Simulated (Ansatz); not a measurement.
**SiPH5 (SMILES [SiH3]P) at CCSD(T)/STO-3G**

Aim: the vertical ionisation energy of SiPH5 at CCSD(T)/STO-3G, from 2 runs. 

The calculation is run with Ansatz 0.2.0.

50 further runs of the same task are left out: 50 set aside as unsound or not needed.

### 1 Starting point

SiPH5: 7 atoms, total charge 0, spin state singlet. As SMILES, `[SiH3]P`. Geometry: relaxed at GFN2-xTB.

Bond lengths: Si1–P2 2.234 Å, Si1–H3 1.462 Å, Si1–H4 1.462 Å, Si1–H5 1.465 Å, P2–H6 1.383 Å, P2–H7 1.383 Å. Angles: Si1–P2–H6 95.7°, Si1–P2–H7 95.8°, P2–Si1–H3 106.9°, P2–Si1–H4 106.8°, P2–Si1–H5 113.1°, H6–P2–H7 92.2°, H3–Si1–H4 111.1°, H3–Si1–H5 109.5°, H4–Si1–H5 109.5°.

### 2 The energy at CCSD(T)/STO-3G

run.yaml reads:

```yaml
crystal:
  periodic: [false, false, false]
  atoms:
    - {symbol: Si, position_ang: [-0.640830, -0.361550, -0.395920]}
    - {symbol: P, position_ang: [1.061310, -0.009120, 1.007680]}
    - {symbol: H, position_ang: [-1.825500, -0.602940, 0.426340]}
    - {symbol: H, position_ang: [-0.298920, -1.544330, -1.184630]}
    - {symbol: H, position_ang: [-0.890510, 0.768910, -1.293660]}
    - {symbol: H, position_ang: [0.664680, 1.260240, 1.387120]}
    - {symbol: H, position_ang: [1.929760, 0.488790, 0.053060]}
basis:
  gaussian: {orbitals: STO-3G}
correlation: {method: ccsd_t, frozen_orbitals: {H: 0, P: 5, Si: 5}}
accuracy: high
scf: {omitted_lower_state_checks: [cluster_reference, increment]}
```

Launch:

```sh
$ ansatz run run.yaml --threads 1 --pin off --max-ram 2610MiB --events-out events.jsonl --progress --plain --runs-dir runs
```

Standard output, cut to the lines that bear on the results:

```text
Warning: RAYON_NUM_THREADS=1 ignored (pool sized by the plan → 1); use --threads N
Functional definition: HF
  name "HF"
[...]
414 factors; integrals over basis functions are off by at most 1.0e-8 eV
[...]
mean field -17018.66626886 eV, -625.4244497142 hartree, gradient 2.1e-8 eV, S^2 0.000000; 0 other end points of the search recorded, 0 dependent functions left out
10 core orbitals not correlated: weight in the atoms' cores, before any rotation towards them, 1.000 or more for the frozen orbitals, at most 0.000 for the correlated occupied ones
reference -17018.66626886 eV, -625.4244497142 hartree; 7, 7 occupied and 6, 6 virtual orbitals, 414 factors
second order -2.07054598 eV of doubles, -0.00000000 eV of singles
cycle   1  -2.68510665 eV  change   -6.1e-1 eV  update   6.5e-2
[...]
cycle  17  -3.01621263 eV  change   -1.3e-9 eV  update  6.1e-10
perturbative correction -0.01757919 eV, -0.0006460235 hartree
Total energy: -17021.70006069 eV, -625.5359395075 hartree
Checks for a lower state left out: cluster_reference, increment
```

It took 0.26 s on 1 thread of Arm Neoverse V1, shared host.

### 3 The doublet cation

job.yaml reads:

```yaml
crystal:
  periodic: [false, false, false]
  atoms:
    - {symbol: Si, position_ang: [-0.640830, -0.361550, -0.395920]}
    - {symbol: P, position_ang: [1.061310, -0.009120, 1.007680]}
    - {symbol: H, position_ang: [-1.825500, -0.602940, 0.426340]}
    - {symbol: H, position_ang: [-0.298920, -1.544330, -1.184630]}
    - {symbol: H, position_ang: [-0.890510, 0.768910, -1.293660]}
    - {symbol: H, position_ang: [0.664680, 1.260240, 1.387120]}
    - {symbol: H, position_ang: [1.929760, 0.488790, 0.053060]}
basis:
  gaussian: {orbitals: STO-3G}
total_charge: 1
correlation: {method: ccsd_t, frozen_orbitals: {H: 0, P: 5, Si: 5}}
scf: {omitted_lower_state_checks: [cluster_reference, increment]}
magnetization: {spin_polarized: true, initial_magnetization: 1}
accuracy: high
```

Launch:

```sh
$ ansatz run job.yaml --threads 1 --pin off --max-ram 2610MiB --events-out events.jsonl --progress --plain --runs-dir runs
```

Standard output, cut to the lines that bear on the results:

```text
Warning: RAYON_NUM_THREADS=1 ignored (pool sized by the plan → 1); use --threads N
[... 2 set-up lines as earlier in the session ...]
[...]
413 factors; integrals over basis functions are off by at most 1.0e-8 eV
[...]
mean field -17012.42963067 eV, -625.1952574880 hartree, gradient 5.2e-8 eV, S^2 0.755248; 0 other end points of the search recorded, 0 dependent functions left out
10 core orbitals not correlated: weight in the atoms' cores, before any rotation towards them, 1.000 or more for the frozen orbitals, at most 0.000 for the correlated occupied ones
reference -17012.42963067 eV, -625.1952574880 hartree; 7, 6 occupied and 6, 7 virtual orbitals, 413 factors
second order -1.98917599 eV of doubles, -0.00000000 eV of singles
cycle   1  -2.60525765 eV  change   -6.2e-1 eV  update   6.6e-2
[...]
cycle  23  -2.95631858 eV  change  -3.5e-10 eV  update  8.7e-10
perturbative correction -0.02209981 eV, -0.0008121529 hartree
Total energy: -17015.40804906 eV, -625.3047123450 hartree
Checks for a lower state left out: cluster_reference, increment
```

Wall time 0.36 s (1 thread of Arm Neoverse V1, shared host).

### 4 Summary of results

Level: CCSD(T)/STO-3G, 10 core orbitals frozen.

| quantity | value |
| --- | --- |
| singlet SiPH5: total energy | -625.53594 Eh |
| singlet SiPH5: correlation energy (10 core orbitals frozen) | -111.5 mEh |
| singlet SiPH5: (T) correction | -0.65 mEh |
| singlet SiPH5: T1 diagnostic | 0.005 |
| doublet cation: total energy | -625.30471 Eh |
| doublet cation: correlation energy (10 core orbitals frozen) | -109.5 mEh |
| doublet cation: (T) correction | -0.81 mEh |
| doublet cation: ⟨S²⟩ of the reference determinant | 0.755 |
| doublet cation: T1 diagnostic | 0.007 |
| vertical ionisation energy (to the doublet cation) | 6.292 eV |

The vertical ionisation energy comes to 6.29 eV (607 kJ/mol). In a minimal basis such a difference can be off by several eV, whatever the method. The triples (singlet SiPH5) make up 0.6 % of the correlation energy. The triples (doublet cation) make up 0.7 % of the correlation energy.
